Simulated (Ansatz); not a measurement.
The cluster Si₃H₂⁻, relaxed as a doublet with UKS B3LYP-D4/def2-TZVPD in Ansatz, starting from the GFN1-xTB geometry. Force threshold 0.02 eV/Å.

The relaxation made no stability test and no search for a lower SCF solution. The structure comes from a short search, and lower isomers may exist.

Start:

```csv
atom,x (Å),y (Å),z (Å)
Si1,-0.3191,0.8853,0.4364
Si2,-0.7584,0.3727,-1.7015
Si3,0.9473,-0.7672,-0.4047
H4,0.7309,-2.1446,0.0265
H5,-0.6008,1.6538,1.6433
```

**Question.** Estimate the energy that the relaxation releases and the steps that it takes.

**Answer.** 7.0 kJ/mol, in 7 steps; 14 s on 4 threads of Arm Neoverse V1 on a shared host. No frequencies were taken in this run, so the end may be a saddle point.

**Question.** Does the start keep its bonding?

**Answer.** By distances, no bond broke or formed. The bond that changes most is Si3–H4, from 1.46 to 1.53 Å (atoms count from 1).

**Question.** Predict the relaxed structure.

**Answer.** 
Cartesian coordinates in Å:
```
Si -0.1544 0.9618 0.3950
Si -0.8125 0.3801 -1.6520
Si 0.9868 -0.7651 -0.4472
H 0.6937 -2.1773 0.0640
H -0.7136 1.6005 1.6402
```
Bond lengths: 3 × Si–Si 2.23 to 2.45 Å; 2 × H–Si 1.51 to 1.53 Å.
